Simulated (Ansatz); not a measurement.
Input file:

```yaml
crystal:
  periodic: [false, false, false]
  atoms:
    - {symbol: N, position_ang: [0.000000, 0.000000, 0.358200]}
    - {symbol: Li, position_ang: [0.000000, 0.000000, -1.751700]}
    - {symbol: H, position_ang: [0.000000, 0.000000, 1.393500]}
basis:
  gaussian: {orbitals: 6-31G}
magnetization: {spin_polarized: false, initial_magnetization: 3}
correlation: {method: ccsdtq, electrons: outside_noble_gas}
```

```sh
$ ansatz run in.yaml --threads 1 --pin off --events-out ev --progress --plain --max-ram 2393MiB
```

The program prints:

```
434 factors; integrals over basis functions are off by at most 1.6e-7 eV
mean field evaluation 1: about -1696.9219 eV, gradient 9.2e0 eV
mean field evaluation 2: about -1696.9300 eV, gradient 9.2e0 eV
mean field evaluation 4: about -1697.4137 eV, gradient 9.4e-1 eV
mean field evaluation 8: about -1697.4238 eV, gradient 4.6e-3 eV
mean field evaluation 16: about -1697.4119 eV, gradient 2.6e-1 eV
mean field evaluation 32: about -1695.1216 eV, gradient 1.0e0 eV
mean field evaluation 64: about -1695.7780 eV, gradient 2.1e-4 eV
mean field -1697.42375193 eV, -62.3791723283 hartree, gradient 1.1e-6 eV, S^2 3.750000; 2 other end points of the search recorded, 0 dependent functions left out
mean field evaluation 96: about -1691.3867 eV, gradient 1.1e-1 eV
determinant -1697.42375193 eV, -62.3791723283 hartree, with singles and doubles -1699.49034981 eV, -62.4551183997 hartree
determinant -1695.77804027 eV, -62.3186935404 hartree, with singles and doubles -1697.85530971 eV, -62.3950317841 hartree
determinant -1695.05208757 eV, -62.2920152706 hartree, with singles and doubles -1697.21659080 eV, -62.3715592971 hartree
2 core orbitals not correlated: weight in the atoms' cores, before any rotation towards them, 1.000 or more for the frozen orbitals, at most 0.000 for the correlated occupied ones
reference -1697.42375193 eV, -62.3791723283 hartree; 5, 2 occupied and 13, 16 virtual orbitals, 434 factors
second order -1.58275203 eV of doubles, -0.07502929 eV of singles
cycle   1  -1.93073963 eV  change   -2.7e-1 eV  update   4.1e-2
cycle   2  -2.06641338 eV  change   -1.4e-1 eV  update   1.9e-2
cycle   3  -2.08661789 eV  change   -2.0e-2 eV  update   8.5e-3
cycle   4  -2.09048537 eV  change   -3.9e-3 eV  update   4.8e-3
cycle   5  -2.09141685 eV  change   -9.3e-4 eV  update   2.0e-3
cycle   6  -2.09184683 eV  change   -4.3e-4 eV  update   9.8e-4
cycle   7  -2.09194378 eV  change   -9.7e-5 eV  update   4.4e-4
cycle   8  -2.09190398 eV  change    4.0e-5 eV  update   2.2e-4
cycle   9  -2.09186022 eV  change    4.4e-5 eV  update   1.1e-4
cycle  10  -2.09185173 eV  change    8.5e-6 eV  update   7.2e-5
cycle  11  -2.09184888 eV  change    2.8e-6 eV  update   4.6e-5
cycle  12  -2.09184922 eV  change   -3.4e-7 eV  update   2.7e-5
cycle  13  -2.09184951 eV  change   -3.0e-7 eV  update   1.1e-5
cycle  14  -2.09184927 eV  change    2.5e-7 eV  update   3.9e-6
cycle  15  -2.09184921 eV  change    5.9e-8 eV  update   2.2e-6
cycle  16  -2.09184919 eV  change    2.1e-8 eV  update   1.5e-6
cycle  17  -2.09184921 eV  change   -2.4e-8 eV  update   8.7e-7
Total energy: -1699.51560114 eV, -62.4560463689 hartree
```

For the same geometry and basis full CI lies 0.1 meV higher.

Ran on 1 thread of Arm Neoverse V2, shared host: 9.5 s wall, 0.16 GiB peak host memory.
